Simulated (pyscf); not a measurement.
Elementary routes open to `[SiH2][O][SiH3]` [doublet] + `[F][CH2][F]` in the gas phase (doublet surface):
A. `[SiH3][O][SiH3]` + `[F][CH][F]` [doublet] (C–H broken; H–Si formed)
B. `[F][SiH2][O][SiH3]` + `[CH2][F]` [doublet] (C–F broken; F–Si formed)

Single points on ωB97X-D3(BJ)/def2-SVP structures (PySCF, gas phase).

Question: Rank the routes by free-energy barrier at 900 K, lowest first, for ωB97M-D3(BJ)/def2-TZVP energies (ideal gas, 1 atm, RRHO with modes under 100 cm⁻¹ raised to 100, one conformer, R ln 2 for chiral ones without a mode under 150 cm⁻¹).

Answer: A (2.09 eV), B (2.51 eV)

Route A is the fastest of these, ahead of the next by 0.42 eV. The most stable products are those of B (ΔG = -1.75 eV), whose barrier is 0.42 eV higher: the kinetic and the thermodynamic product differ. At 298 K A is still the fastest. Only these routes are compared; each barrier is that of the saddle found, and lower ones may exist.
